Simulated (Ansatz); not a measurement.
System (SMILES): F (HF).
Atoms: F1, H2. Bonds: F1-H2.

Basis-set convergence of the highest harmonic wavenumber at PBE0 with Ansatz (a program for electronic structure). Each level at its own minimum, finite differences of forces, unscaled; the reference is a large set that could be run, not a limit. All functions are spherical. The program fits the integrals of some runs and decomposes those of others, by size. No added dispersion term, no relativity. Reference: the value in aug-pcseg-3, 4149 cm⁻¹, itself unsure by roughly 1 cm⁻¹ (its mean distance from aug-cc-pVQZ, def2-QZVPPD, pcseg-3). Deviations are taken from unrounded values.

```json
[
 {"basis": "def2-SV(P)", "functions": "16"},
 {"basis": "def2-SVP", "functions": "19"},
 {"basis": "def2-SVPD", "functions": "31"},
 {"basis": "def2-TZVP", "functions": "37"},
 {"basis": "def2-TZVPP", "functions": "45"},
 {"basis": "def2-TZVPD", "functions": "49"},
 {"basis": "def2-TZVPPD", "functions": "57"},
 {"basis": "def2-QZVPP", "functions": "87"},
 {"basis": "def2-QZVPPD", "functions": "99"}
]
```

### Question
Which is the smallest def2 set listed that can be trusted to 20 cm⁻¹ here, that is, within that of the reference together with its larger relatives (same family, alike in diffuse functions; a set with none to test it counts only in the reference's own line)?

### Answer
The smallest set listed that lies within 20 cm⁻¹ of the reference with all its larger relatives (same family, alike in diffuse functions; a set with none counts only in the reference's own line) is def2-SVP (19 functions, 10 cm⁻¹ off). Value minus reference: def2-SV(P) -230, def2-SVP 10, def2-SVPD 1, def2-TZVP 4, def2-TZVPP 7, def2-TZVPD -5, def2-TZVPPD -1, def2-QZVPP 6, def2-QZVPPD 3 cm⁻¹.
